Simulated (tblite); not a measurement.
Compound: dimethyl disulfide, C2H6S2.
Bonds: C1–S2, S2–S3, S3–C4. Hydrogens: H5, H6, H7 on C1; H8, H9, H10 on C4.

Computed with GFN2-xTB (tblite), gas phase: Langevin dynamics at 600 K from the optimised GFN2-xTB geometry, time step 0.5 fs, friction 0.01 fs⁻¹, 2000 steps. The instantaneous temperature is 2·E(kin)/(3Nk) with all 3N coordinates.

| t (fs) | T (K) | E(pot) above start (eV) | C1–S2 (Å) | S2–S3 (Å) | S3–C4 (Å) | C1–H5 (Å) | C1–S2–S3–C4 (°) |
| --- | --- | --- | --- | --- | --- | --- | --- |
| 0 | 508 | 0.000 | 1.826 | 2.027 | 1.826 | 1.084 | 91 |
| 25 | 179 | 0.445 | 1.808 | 2.003 | 1.889 | 1.081 | 89 |
| 50 | 390 | 0.409 | 1.805 | 2.099 | 1.798 | 1.084 | 92 |
| 75 | 439 | 0.353 | 1.869 | 1.997 | 1.911 | 1.090 | 91 |
| 100 | 316 | 0.568 | 1.805 | 2.022 | 1.772 | 1.109 | 90 |
| 125 | 319 | 0.503 | 1.835 | 2.025 | 1.899 | 1.116 | 88 |
| 150 | 273 | 0.435 | 1.827 | 2.015 | 1.804 | 1.069 | 88 |
| 175 | 341 | 0.429 | 1.819 | 2.088 | 1.882 | 1.067 | 81 |
| 200 | 553 | 0.461 | 1.846 | 1.955 | 1.830 | 1.121 | 68 |
| 225 | 619 | 0.626 | 1.812 | 2.066 | 1.874 | 1.132 | 61 |
| 250 | 621 | 0.389 | 1.847 | 2.103 | 1.898 | 1.052 | 61 |
| 275 | 551 | 0.409 | 1.879 | 1.986 | 1.854 | 1.065 | 75 |
| 300 | 476 | 0.353 | 1.837 | 2.048 | 1.866 | 1.092 | 95 |
| 325 | 432 | 0.245 | 1.841 | 2.044 | 1.837 | 1.096 | 102 |
| 350 | 436 | 0.302 | 1.849 | 1.998 | 1.860 | 1.080 | 102 |
| 375 | 460 | 0.396 | 1.844 | 2.004 | 1.792 | 1.041 | 102 |
| 400 | 410 | 0.630 | 1.886 | 2.034 | 1.901 | 1.076 | 100 |
| 425 | 529 | 0.704 | 1.856 | 2.011 | 1.791 | 1.104 | 97 |
| 450 | 331 | 0.687 | 1.997 | 2.038 | 1.858 | 1.083 | 96 |
| 475 | 684 | 0.565 | 1.720 | 2.041 | 1.848 | 1.082 | 102 |
| 500 | 387 | 1.035 | 2.011 | 1.998 | 1.837 | 1.083 | 110 |
| 525 | 909 | 0.625 | 1.721 | 1.987 | 1.758 | 1.131 | 103 |
| 550 | 559 | 1.060 | 2.076 | 2.000 | 1.884 | 1.079 | 94 |
| 575 | 695 | 0.838 | 1.676 | 2.127 | 1.826 | 1.145 | 89 |
| 600 | 672 | 0.835 | 1.977 | 1.943 | 1.903 | 1.123 | 87 |
| 625 | 718 | 0.818 | 1.724 | 2.052 | 1.835 | 1.082 | 91 |
| 650 | 527 | 0.849 | 1.908 | 2.092 | 1.794 | 1.064 | 97 |
| 675 | 884 | 0.888 | 1.758 | 1.953 | 1.915 | 1.138 | 101 |
| 700 | 998 | 0.774 | 1.893 | 2.100 | 1.790 | 1.084 | 106 |
| 725 | 625 | 1.358 | 1.771 | 1.987 | 1.937 | 1.040 | 110 |
| 750 | 1042 | 0.983 | 1.916 | 2.041 | 1.861 | 1.092 | 110 |
| 775 | 678 | 1.043 | 1.728 | 2.074 | 1.801 | 1.242 | 115 |
| 800 | 848 | 0.976 | 1.907 | 2.056 | 1.857 | 1.174 | 115 |
| 825 | 1199 | 0.845 | 1.754 | 2.102 | 1.869 | 1.060 | 101 |
| 850 | 1186 | 0.722 | 1.938 | 1.984 | 1.848 | 1.020 | 97 |
| 875 | 899 | 1.065 | 1.804 | 2.099 | 1.814 | 1.121 | 95 |
| 900 | 645 | 1.123 | 1.904 | 2.097 | 1.871 | 1.129 | 95 |
| 925 | 784 | 1.102 | 1.757 | 1.928 | 1.810 | 1.006 | 91 |
| 950 | 694 | 0.669 | 1.915 | 2.104 | 1.890 | 1.018 | 82 |
| 975 | 826 | 0.655 | 1.782 | 2.156 | 1.800 | 1.124 | 71 |
| 1000 | 656 | 0.709 | 1.808 | 1.969 | 1.906 | 1.157 | 54 |

Q: From 500 fs on, how do temperature and potential energy compare with equipartition?

A: The mean temperature of these 21 frames is 782 K against the target 600 K, and the mean potential energy 0.90 eV against 24 × kT/2 = 0.62 eV for 24 classical harmonic modes. For 10 atoms in a canonical ensemble the temperature itself scatters by T·√(2/(3N)) = 155 K; here its standard deviation is 204 K. These frames run hotter than the target by 30 %; at their own mean temperature equipartition would give 0.81 eV. The whole run lasts only 10 friction times of 100 fs, so these averages carry a wide statistical error.

Q: What are the kinetic and total energies of the listed frame with the highest potential energy?

A: The one at 725 fs, 1.358 eV above the start. Its kinetic energy is 3NkT/2 = 0.808 eV at 625 K, so the sum is 2.17 eV; over the listed frames the sum runs from 0.66 to 2.40 eV, since the thermostat adds and removes energy.

Q: How much do the listed bonds fluctuate from 500 fs on?

A: 
```csv
bond,at the start (Å),mean (Å),standard deviation (Å)
C1–S2,1.826,1.844,0.107
S2–S3,2.027,2.040,0.066
S3–C4,1.826,1.848,0.047
C1–H5,1.084,1.101,0.056
```

The motion is classical and holds no zero-point motion.

What follows is the cost of the whole dynamics run. On AMD EPYC 9R14, one thread, no GPU, on a shared host, this took 5.7 s wall and 0.18 GiB of memory at its peak.
